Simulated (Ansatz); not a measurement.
Cost and result for the atomization energy of C5H10S, SMILES `CC1CCSC1` (16 atoms, 16 bonds).

```xyz
16

C    -1.582   -1.025   -0.237
C    -0.231   -0.352   -0.398
C    -0.192    1.077    0.126
C     1.253    1.537    0.052
S     2.264    0.087    0.500
C     0.882   -1.083    0.344
H    -2.357   -0.492   -0.793
H    -1.880   -1.047    0.816
H    -1.560   -2.055   -0.600
H     0.035   -0.328   -1.462
H    -0.534    1.087    1.167
H    -0.850    1.739   -0.445
H     1.515    1.860   -0.958
H     1.472    2.353    0.742
H     0.544   -1.387    1.338
H     1.220   -1.972   -0.191
```

Charge 0, multiplicity 1. The geometry is a stationary point of PBE0-D4/def2-TZVP. Program: Ansatz. All runs use 2 threads of an AMD EPYC 7R13 on a shared host and a share of an NVIDIA H100 80 GB. Times are those of one run each, without the atoms' runs, and a repeat can differ threefold. Electronic energies, without spin–orbit coupling; frozen cores. CCSD(T)/CBS adds CCSD(T) − MP2 in def2-TZVPP to the MP2 limit, and its time is that of the two runs behind it. T1 = 0.010. HSE06 is the plane-wave form, built on full-range PBE exchange.

CCSD(T)/CBS is a level of theory with its own doubt, some kJ/mol a heavy atom from the limit and from the frozen cores, so smaller differences don't rank the functionals.

| level | functions | wall time |
| --- | --- | --- |
| BLYP-D4/def2-TZVPP | 337 | 2.7 s |
| LDA (SPW92)/def2-TZVPP | 337 | 2.7 s |
| PBE0-D4/def2-TZVPP | 337 | 2.7 s |
| HSE06-D4/def2-TZVPP | 337 | 2.7 s |
| revPBE-D4/def2-TZVPP | 337 | 2.8 s |
| BHLYP-D4/def2-TZVPP | 337 | 2.8 s |
| CAM-B3LYP-D4/def2-TZVPP | 337 | 3.2 s |
| r2SCAN-D4/def2-TZVPP (with forces) | 337 | 3.5 s |
| B97M-V/def2-TZVPP | 337 | 4 s |
| CCSD(T)/def2-SVP | 138 | 4 s |
| MP2/def2-QZVPP | 655 | 6.5 s |
| CCSD(T)/def2-TZVPP | 337 | 20 s |
| CCSD(T)/CBS(def2) | – | 27 s |

**Question.** What atomization energy does each give, and how far from CCSD(T)/CBS? (Estimate.)

**Answer.** The calculation gave: 
```json
{"level": "BLYP-D4/def2-TZVPP", "atomization (kJ/mol)": "6345.2", "difference from CCSD(T)/CBS": "-43.2", "per bond": "-2.7"}
{"level": "LDA (SPW92)/def2-TZVPP", "atomization (kJ/mol)": "7292.1", "difference from CCSD(T)/CBS": "903.7", "per bond": "56.5"}
{"level": "PBE0-D4/def2-TZVPP", "atomization (kJ/mol)": "6455.9", "difference from CCSD(T)/CBS": "67.5", "per bond": "4.2"}
{"level": "HSE06-D4/def2-TZVPP", "atomization (kJ/mol)": "6459.7", "difference from CCSD(T)/CBS": "71.3", "per bond": "4.5"}
{"level": "revPBE-D4/def2-TZVPP", "atomization (kJ/mol)": "6395.5", "difference from CCSD(T)/CBS": "7.1", "per bond": "0.4"}
{"level": "BHLYP-D4/def2-TZVPP", "atomization (kJ/mol)": "6238.2", "difference from CCSD(T)/CBS": "-150.2", "per bond": "-9.4"}
{"level": "CAM-B3LYP-D4/def2-TZVPP", "atomization (kJ/mol)": "6406.5", "difference from CCSD(T)/CBS": "18.1", "per bond": "1.1"}
{"level": "r2SCAN-D4/def2-TZVPP (with forces)", "atomization (kJ/mol)": "6411.1", "difference from CCSD(T)/CBS": "22.7", "per bond": "1.4"}
{"level": "B97M-V/def2-TZVPP", "atomization (kJ/mol)": "6407.9", "difference from CCSD(T)/CBS": "19.5", "per bond": "1.2"}
{"level": "CCSD(T)/def2-SVP", "atomization (kJ/mol)": "6126.1", "difference from CCSD(T)/CBS": "-262.3", "per bond": "-16.4"}
{"level": "MP2/def2-QZVPP", "atomization (kJ/mol)": "6412.7", "difference from CCSD(T)/CBS": "24.3", "per bond": "1.5"}
{"level": "CCSD(T)/def2-TZVPP", "atomization (kJ/mol)": "6246.2", "difference from CCSD(T)/CBS": "-142.2", "per bond": "-8.9"}
{"level": "CCSD(T)/CBS(def2)", "atomization (kJ/mol)": "6388.4", "difference from CCSD(T)/CBS": "0.0", "per bond": "0.0"}
```

The D4 term adds +61.1 kJ/mol with B3LYP and +32.2 kJ/mol with PBE0; it sums over pairs of atoms, weighted by their polarisabilities, and B3LYP, whose exchange is more repulsive, gets the larger term. From r2SCAN to r2SCAN0 (25 % exact exchange), in def2-TZVPP and without D4, the atomization energy moves by −57.7 kJ/mol: exact exchange takes away binding that semilocal exchange gives to molecules. At CCSD(T), def2-SVP lies −262.2 kJ/mol from the extrapolated value and def2-TZVPP −142.2 kJ/mol: correlation converges slowly with the basis, and small sets miss more of it in the bonded molecule than in its fragments.

B3LYP here is the variant with VWN-RPA as its local correlation; programs differ in this.
